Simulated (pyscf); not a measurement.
`[Cl][Al][Cl]` [doublet] + `[H][H]` → `[Cl][AlH][Cl]` + `[H]` [doublet], a hydrogen abstraction (doublet surface; H–H broken, Al–H formed). Structures and frequencies: ωB97X-D3(BJ)/def2-SVP in PySCF. Energies in kJ/mol from the separated reactants.

Small-basis levels: PySCF, no dispersion term, spherical d functions. AM1 to PM7: differences of heats of formation from MOPAC, which are fitted to 298 K values and so differ in kind from electronic energies by zero-point and thermal terms. GFN2-xTB: tblite. Open shells are spin-unrestricted. 

| level | barrier | reaction energy |
|---|---|---|
| HF/3-21G | 112.0 | +80.9 |
| HF/6-31G* | 100.3 | +59.9 |
| SVWN5/6-31G* | 77.7 | +102.2 |
| BP86/6-31G* | 106.5 | +115.7 |
| PBE/6-31G* | 100.0 | +101.3 |
| B3LYP/STO-3G | 106.1 | +112.6 |
| M06-2X/6-31G* | 118.5 | +103.1 |
| B3LYP/6-311+G** | 104.2 | +105.1 |
| PBE/def2-SVP | 82.6 | +86.2 |
| GFN2-xTB | -20.4 | -28.8 |
| PM6 | 251.2 | +288.4 |
| PM7 | 225.4 | +262.9 |
| ωB97M-D3(BJ)/def2-TZVP | 97.4 | +82.5 |

Against the last row the barrier runs from -117.8 (GFN2-xTB) to +153.8 kJ/mol (PM6). At SVWN5/6-31G*, BP86/6-31G*, PBE/6-31G*, B3LYP/STO-3G, B3LYP/6-311+G**, PBE/def2-SVP, GFN2-xTB, PM6, PM7 this geometry lies under one side, so the entry may be no barrier of that level: it is a single point on another level's saddle. ωB97M-D3(BJ)/def2-TZVP has limits of its own. One saddle was located; it need not be the lowest between these sides. The angle at the transferred H is 180°.
